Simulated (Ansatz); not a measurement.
**CH4O4: one species, many methods**

How much do the methods differ for CH4O4? The plan is to run it at one geometry with functionals of several rungs and with coupled cluster, and see how far each lands from CCSD(T) at the basis-set limit for the atomisation energy.

Program: Ansatz 0.2.0, Gaussian basis. Level of theory: functionals in def2-TZVPP, the program's frozen cores in correlated methods. These are calculated values, not measurements.

Plan: LDA (SPW92), PBE-D4, revPBE-D4, BLYP-D4, r2SCAN-D4, B97M-V, PBE0-D4, B3LYP-D4, r2SCANh-D4, r2SCAN0-D4, HSE06-D4, BHLYP-D4, CAM-B3LYP-D4, LC-ωPBE, ωB97X-V, ωB97M-V, B2PLYP, PBE-QIDH; CCSD(T)/def2-SVP; CCSD(T)/def2-TZVPP; MP2/def2-QZVPP; extrapolation to the limit; RPA on PBE.

## Step 1: The geometry

The geometry comes from an earlier relaxation with PBE0-D4 in a triple-zeta def2 set; it is a stationary point, not always the lowest conformer.

SMILES `OC(O)(O)O`, 9 atoms, charge 0, spin multiplicity 1.

Atoms are counted from 1 here; the program's logs count them from 0.

Bond lengths: O1–C2 1.382 Å, O1–H6 0.963 Å, C2–O3 1.382 Å, C2–O4 1.382 Å, C2–O5 1.382 Å, O3–H7 0.963 Å, O4–H8 0.963 Å, O5–H9 0.963 Å. Angles: C2–O1–H6 107.2°, O1–C2–O3 113.9°, O1–C2–O4 107.3°, O1–C2–O5 107.3°, O3–C2–O4 107.3°, O3–C2–O5 107.3°, O4–C2–O5 113.9°, C2–O3–H7 107.2°, C2–O4–H8 107.2°, C2–O5–H9 107.2°.

## Step 2: LDA

This LDA is Slater exchange with PW92 correlation.

Contents of in.yaml:

```yaml
crystal:
  periodic: [false, false, false]
  atoms:
    - {symbol: O, position_ang: [-0.959673, -0.538922, -0.830076]}
    - {symbol: C, position_ang: [0.009818, -0.005160, -0.002002]}
    - {symbol: O, position_ang: [0.691864, 1.062258, -0.555139]}
    - {symbol: O, position_ang: [0.935304, -1.001920, 0.243907]}
    - {symbol: O, position_ang: [-0.628205, 0.457957, 1.133335]}
    - {symbol: H, position_ang: [-1.701133, 0.075290, -0.832489]}
    - {symbol: H, position_ang: [1.295984, 0.703351, -1.213352]}
    - {symbol: H, position_ang: [0.442509, -1.807956, 0.429610]}
    - {symbol: H, position_ang: [0.002134, 1.008803, 1.609006]}
basis:
  gaussian: {orbitals: def2-TZVPP}
hamiltonian: {xc: lda}
output: {orbitals: {seedname: orbitals}}
```

Command:

```
$ ansatz run in.yaml --threads 2 --pin off --events-out ev --progress --plain --max-ram 4352MiB
```

Further steps of the session: PBE-D4 (GGA); revPBE-D4 (GGA); BLYP-D4 (GGA); r2SCAN-D4 (meta-GGA); B97M-V (meta-GGA); B3LYP-D4 (hybrid); r2SCANh-D4 (hybrid); r2SCAN0-D4 (hybrid); HSE06-D4 (hybrid); BHLYP-D4 (hybrid); CAM-B3LYP-D4 (range-separated); LC-ωPBE (range-separated); ωB97X-V (range-separated); ωB97M-V (range-separated); B2PLYP (double hybrid); PBE-QIDH (double hybrid); CCSD(T) in def2-SVP; CCSD(T) in def2-TZVPP; MP2 in def2-QZVPP; RPA on PBE orbitals.

Q: Predict the results of all the runs planned. Wanted: atomisation energy, CCSD(T)/CBS; farthest beyond LDA; mean size of error, GGA; mean size of error, meta-GGA; mean size of error, hybrid; mean size of error, range-separated; mean size of error, double hybrid; gap, smallest and largest; T1 diagnostic.

As calculated:

| quantity | value |
| --- | --- |
| atomisation energy, CCSD(T)/CBS | 3552.3 kJ/mol |
| functionals within 17.8 kJ/mol (0.5 %) | BLYP-D4, r2SCAN-D4, CAM-B3LYP-D4, LC-ωPBE, ωB97X-V, ωB97M-V |
| farthest beyond LDA | BHLYP-D4 (-234.6 kJ/mol) |
| mean size of error, GGA | 48.5 kJ/mol |
| mean size of error, meta-GGA | 19.7 kJ/mol |
| mean size of error, hybrid | 81.8 kJ/mol |
| mean size of error, range-separated | 7.5 kJ/mol |
| mean size of error, double hybrid | 64.5 kJ/mol |
| gap, smallest and largest | 6.79 eV (BLYP-D4), 14.71 eV (LC-ωPBE) |
| T1 diagnostic | 0.0110 |
| triples share of the correlation energy | 3.5 % |

LDA overbinds by 712.4 kJ/mol (20 %). PBE-D4 misses by +108.4 kJ/mol. Double hybrids carry the basis error of their MP2 part in triple zeta, and no dispersion term here, so their miss is partly the set-up's. Taken by rung, range-separated functionals do best (7.5 kJ/mol on average) and hybrid ones worst beyond LDA (81.8 kJ/mol). The mean of the hybrids holds BHLYP, with half exact exchange. Misses under about 17.8 kJ/mol are within the doubt on the reference itself, which lacks core-valence correlation, relativity and higher excitations. Hartree-Fock recovers 64 % of the binding; the rest is correlation. CCSD(T) in def2-SVP is off by -232.1 kJ/mol, which most functionals beat. Orbital gaps span 6.8 to 14.7 eV; exact exchange widens them.
